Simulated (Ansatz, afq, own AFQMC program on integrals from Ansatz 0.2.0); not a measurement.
# AlSiH, singlet: AFQMC among the cluster methods

```xyz
3

Si    0.0000   -0.0660    1.2777
Al    0.0000    0.0144   -1.3676
H     0.0000    1.4550    1.0066
```

Connectivity, by distances: SiH–Al.

Basis cc-pVTZ. Noble-gas cores (and the filled d shells of Ga–Kr and In–Xe) are frozen. AFQMC by an in-house program on the Cholesky factors that Ansatz 0.2.0 writes for its CCSD(T) run. The CISD trial takes its coefficients from CCSD amplitudes. Released means that phaseless walkers are propagated on without the constraint, phases kept. ± is one standard error of the sampling.

Determinant: RHF, the one that the program's search chose, which needn't be the lowest solution. The geometry is a PBE0/def2-TZVP stationary point of this or a neighbouring charge and spin state.

No full CI on the walks' own integrals is used here; CCSDT(Q) serves as the reference and is uncertain by about the last step of the cluster series.

Cautions: another spin lies lower (by 392 meV); restricted determinant unstable towards unrestricted (UHF 743 meV lower, ⟨S²⟩ 1.16); the released energies are still falling, so no released level is given (meV from the phaseless value at times in 1/Eh: -10 ± 4 at 0.24, -18 ± 3 at 0.51, -31 ± 4 at 0.99, -31 ± 3 at 1.62, -38 ± 5 at 2.40), though the last usable value meets CCSDT(Q) within the noise; CCSDT(Q) on the UHF determinant differs (310 meV lower), perhaps since the unrestricted series falls towards higher spin.

The T1 diagnostic is 0.0179 and the weight of the determinant in the CISD state is 0.832. The size of the correlated space is 8 electrons in 72 orbitals.

```csv
level,correlation energy (eV)
MP2,-4.1063
CCSD,-5.1340
CCSD(T),-5.3498
```

(1) Estimate where phaseless AFQMC with a CISD trial lies against CCSD(T) on the same integrals.

(1) 0.91 ± 0.17 mEh below CCSD(T).

Reference: CCSDT(Q), correlation energy -5.421 eV.

```
        level  E − E(reference) (mEh)  share of correlation (%)
      CCSD(T)                    2.63                     98.68
        CCSDT                    0.80                     99.60
  ph-AFQMC/HF             1.92 ± 0.84                     99.04
ph-AFQMC/CISD             1.72 ± 0.17                     99.14
```

A walk keeps the symmetry of its determinant, which the program's search chose and which needn't be the lowest solution, so a lower state of the same spin and another symmetry isn't excluded.
